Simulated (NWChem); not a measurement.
The numbers come from NWChem runs, not from measurements. System: CHN, charge 0, spin multiplicity 1, at a geometry optimised with PBE/def2-SVP. Level: CR-CCSD(T)/cc-pVDZ, 2 core orbitals frozen, spin-restricted.

NWChem printed:

```
             Northwest Computational Chemistry Package (NWChem) 7.3.0
             --------------------------------------------------------

                                NWChem Input Module
                                -------------------

 Scaling coordinates for geometry "geometry" by  1.889725989
 (inverse scale =  0.529177249)

                             Geometry "geometry" -> ""
                             -------------------------

 Output coordinates in angstroms (scale by  1.889725989 to convert to a.u.)

  No.       Tag          Charge          X              Y              Z
 ---- ---------------- ---------- -------------- -------------- --------------
    1 C                    6.0000     0.00000000     0.00000000     0.74899700
    2 N                    7.0000     0.00000000     0.00000000    -0.43518600
    3 H                    1.0000     0.00000000     0.00000000    -1.44767900

 Effective nuclear repulsion energy (a.u.)      23.8725185715

            Nuclear Dipole moment (a.u.)
            ----------------------------
        X                 Y               Z
 ---------------- ---------------- ----------------
     0.0000000000     0.0000000000     0.0000018897


 Summary of "ao basis" -> "" (spherical)
 ------------------------------------------------------------------------------
       Tag                 Description            Shells   Functions and Types
 ---------------- ------------------------------  ------  ---------------------
 *                          cc-pvdz                   on all atoms

 Summary of "ao basis" -> "ao basis" (spherical)
 ------------------------------------------------------------------------------
       Tag                 Description            Shells   Functions and Types
 ---------------- ------------------------------  ------  ---------------------
 C                          cc-pvdz                  6       14   3s2p1d
 N                          cc-pvdz                  6       14   3s2p1d
 H                          cc-pvdz                  3        5   2s1p

                                 NWChem SCF Module
                                 -----------------

  ao basis        = "ao basis"
  functions       =    33
  atoms           =     3
  closed shells   =     7
  open shells     =     0
  charge          =   0.00
  wavefunction    = RHF
  use symmetry    = F
  symmetry adapt  = F

 Summary of "ao basis" -> "ao basis" (spherical)
[...]
     2   2 0 0     -8.810602      0.000000      0.000000
     2   1 1 0      0.000000      0.000000      0.000000
     2   1 0 1     -0.000000      0.000000      0.000000
     2   0 2 0     -8.810602      0.000000      0.000000
     2   0 1 1      0.000000      0.000000      0.000000
     2   0 0 2     -7.428622      0.000000     24.238462

                   NWChem Extensible Many-Electron Theory Module
                   ---------------------------------------------


            General Information
            -------------------
      Number of processors :     1
         Wavefunction type : Restricted Hartree-Fock
          No. of electrons :    14
           Alpha electrons :     7
            Beta electrons :     7
           No. of orbitals :    66
            Alpha orbitals :    33
             Beta orbitals :    33
        Alpha frozen cores :     2
         Beta frozen cores :     2
     Alpha frozen virtuals :     0
      Beta frozen virtuals :     0
         Spin multiplicity : singlet
    Number of AO functions :    33
       Number of AO shells :    15
        Use of symmetry is : off
      Symmetry adaption is : off
         Schwarz screening : 0.10D-09

          Correlation Information
          -----------------------
          Calculation type : Coupled-cluster singles & doubles w/ perturbation
   Perturbative correction : Completely renormalized (T)
            Max iterations :      100
        Residual threshold : 0.10D-05
     T(0) DIIS level shift : 0.00D+00
     L(0) DIIS level shift : 0.00D+00
     T(1) DIIS level shift : 0.00D+00
     L(1) DIIS level shift : 0.00D+00
     T(R) DIIS level shift : 0.00D+00
     T(I) DIIS level shift : 0.00D+00
   CC-T/L Amplitude update :  5-th order DIIS
                I/O scheme : Global Array Library
        L-threshold :  0.10D-05
        EOM-threshold :  0.10D-05
 no EOMCCSD initial starts read in
 TCE RESTART OPTIONS
 SLICE:      F
 D4D5:       F
 quantumc:   F
 qrotation:  F
 pwtce:      F
 qducc:      F
 nacto:                         0
 nrotv:                         0
 nrot:                          0

            Memory Information
            ------------------
          Available GA space size is     249035711 doubles
          Available MA space size is     104855468 doubles

 Maximum block size supplied by input
 Maximum block size        24 doubles

 tile_dim =     13

 -------------------------------------------------

 Global array virtual files algorithm will be used

 Parallel file system coherency ......... OK

 4-electron integrals stored in orbital form

 v2    file size   =           266501
 4-index algorithm nr.  13 is used
 imaxsize =       30
 imaxsize ichop =        0


CCSD iterations
 ---------------------------------------------------------
 Iter          Residuum       Correlation     Cpu    Wall
 ---------------------------------------------------------
    1   0.1336197896035  -0.2740683345285     0.0     0.0
    2   0.0405366260323  -0.2788975717903     0.0     0.0
    3   0.0157342658290  -0.2858483263936     0.0     0.0
    4   0.0075412421369  -0.2869012771764     0.0     0.0
    5   0.0036253166704  -0.2876890960848     0.0     0.0
    6   0.0008810751886  -0.2881252770496     0.0     0.0
    7   0.0003864576996  -0.2881764413409     0.0     0.0
    8   0.0001906773363  -0.2881797064702     0.0     0.0
    9   0.0001105142953  -0.2881799962794     0.0     0.0
   10   0.0000621054773  -0.2881833949951     0.0     0.0
   11   0.0000129461813  -0.2881867614795     0.0     0.0
   12   0.0000052848905  -0.2881868016237     0.0     0.0
   13   0.0000028847313  -0.2881871858053     0.0     0.0
   14   0.0000016504887  -0.2881871952329     0.0     0.0
   15   0.0000009744358  -0.2881872297735     0.0     0.0
 -----------------------------------------------------------------
 Iterations converged
 CCSD correlation energy / hartree =        -0.288187229773520
 CCSD total energy / hartree       =       -93.152342557789297

 Singles contributions

 Doubles contributions
 CR-CCSD(T)

 CR-CCSD[T]  correction energy / hartree =        -0.010320892879220
 CR-CCSD[T] correlation energy / hartree =        -0.298508122652741
 CR-CCSD[T] total energy / hartree       =       -93.162663450668518
 CR-CCSD(T)  correction energy / hartree =        -0.009526370172226
 CR-CCSD(T) correlation energy / hartree =        -0.297713599945747
 CR-CCSD(T) total energy / hartree       =       -93.161868927961521

 Task  times  cpu:        1.9s     wall:        1.9s

 Total times  cpu:        1.9s     wall:        1.9s
```

Q: Write an NWChem input that would produce this output.

A: Several could match; the one computed here: 
```
start mol
memory heap 100 mb stack 700 mb global 1900 mb
geometry units angstroms nocenter noautoz noautosym
  C      0.000000     0.000000     0.748997
  N      0.000000     0.000000    -0.435186
  H      0.000000     0.000000    -1.447679
end
basis spherical
  * library cc-pvdz
end
scf
  rhf
  nopen 0
  maxiter 100
  thresh 1e-7
  semidirect memsize 60000000 filesize 0
end
tce
  freeze core 2
  cr-ccsd(t)
  2eorb
  2emet 13
  thresh 1e-6
  maxiter 100
  tilesize 24
end
task tce energy
```
